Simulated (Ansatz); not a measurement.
Ideal-gas functions of CH3NO2, SMILES `N=C(O)O` at 400 K and 1 bar, from an Ansatz frequency run at PBE0-D4/def2-TZVP.

Molar mass 61.04 g/mol, point group Cs (symmetry number 1), electronic degeneracy 1, moments of inertia 44.106, 45.423, 89.529 u Å². Harmonic wavenumbers (cm⁻¹, unscaled): 389, 557, 562, 567, 756, 761, 993, 1098, 1176, 1290, 1505, 1777, 3571, 3834, 3878.

Use S(trans) = R[1.5 ln M + 2.5 ln T − 1.1517]; rotational temperatures θ = 24.2544 K / I; S(rot) = R[ln(√π/σ · √(T³/θAθBθC)) + 1.5]; for each mode x = 1.438777 ν̃/T, S = R[x/(eˣ − 1) − ln(1 − e⁻ˣ)] and H = RT x/(eˣ − 1); 1 cm⁻¹ = 0.0119627 kJ/mol; R = 8.31446 J/(mol·K).

Question: By hand: the entropy, in J/(mol·K).

Answer: Translation 166.2. Rotation: θ = 0.5499, 0.534, 0.2709 K, giving 102.5. Vibration, mode by mode: 6.17, 3.80, 3.75, 3.69, 2.16, 2.13, 1.10, 0.81, 0.64, 0.46, 0.24, 0.10, 0.00, 0.00, 0.00, in all 25.0. Electronic 0.0. Sum 293.7 J/(mol·K).

Question: By hand: H − E and G − E in kJ/mol, counted from the electronic energy.

Answer: Zero-point energy ½ × 22714 × 0.0119627 = 135.9; thermal vibration 6.9; translation, rotation and pV give 4 RT = 13.3. H − E = 156.1 kJ/mol, and G − E = 156.1 − 400 × 293.7/1000 = 38.6 kJ/mol.

Vibration gives 9 % of the entropy. The sum counts one conformer and one mirror image; others add a mixing term.
